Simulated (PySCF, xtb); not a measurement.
SiH2, SMILES [SiH2] (connectivity only; charge and spin as stated), neutral, multiplicity 1.

GFN2-xTB (xtb) at its own geometry gives an orbital gap of 2.17 eV and a dipole moment of 0.41 D.

The structure is a stationary point at PBE-D3(BJ)/def2-TZVPD. The isomer is the one that the SMILES or the coordinates give; other isomers of the formula were not compared.

### Question
What does PySCF with PBE0/def2-TZVPD give? (Estimate from the structure and the level; the computed values follow.)

### Answer
gap 3.80 eV (levels -6.92 and -3.12 eV), dipole 0.12 D.
